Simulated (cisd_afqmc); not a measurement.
Input (AFQMC/CISD/aug-cc-pV(T+d)Z; cisd_afqmc is a phaseless AFQMC code with CISD trial states that reads the integrals written by Ansatz): A basis named .json is the Basis Set Exchange file of that set.

Ansatz 0.2 input:
```python
import cisd_afqmc

open("ham.yaml", "w").write("""\
crystal:
  periodic: [false, false, false]
  atoms:
    - {symbol: S, position_ang: [-0.00000000, -0.00000000, -0.07935692]}
    - {symbol: H, position_ang: [0.00000000, 0.00000000, 1.26971067]}
basis:
  gaussian:
    orbitals: aug-cc-pV_T+d_Z.json
total_charge: -1
magnetization: {spin_polarized: false}
correlation: {method: ccsd, electrons: outside_noble_gas, hamiltonian_folder: ham}
""")
rep = cisd_afqmc.ansatz("ham.yaml")
e_ccsd = rep["correlation"]["coupled_cluster"]["energy"]["hartree"]
out = cisd_afqmc.run("ham", e_ccsd, trial="CISD", walkers=100, populations=8, threads=8, dt=0.005, steps=40, early=24, settle=10, least=32,
    cut=5e-5, rank_cut=2e-4, target=0.0004, seconds=1500, seed=1, memory=17280, gpu=False)
```

Output:

```
orbitals 73, occupied [4], factors 287 of 447, rank of the doubles 124 of 276
E(HF) = -398.146182
E(CCSD) on the cut factors = -398.364833, shift to the whole factors -0.000000
Energy of the trial state on the determinant = -398.364753
  tau behind 7.2 of longer steps, mean of the populations' last blocks
   2.0  -398.37555
   4.0  -398.37678
   6.0  -398.37658
   8.0  -398.37568
  10.0  -398.37622
blocks 385 (0 outliers left out), error by blocks joined: 1: 0.00017, 2: 0.00021, 4: 0.00026, 8: 0.00034, 16: 0.00039
E(AFQMC/CISD) = -398.37633 +/- 0.00039
```
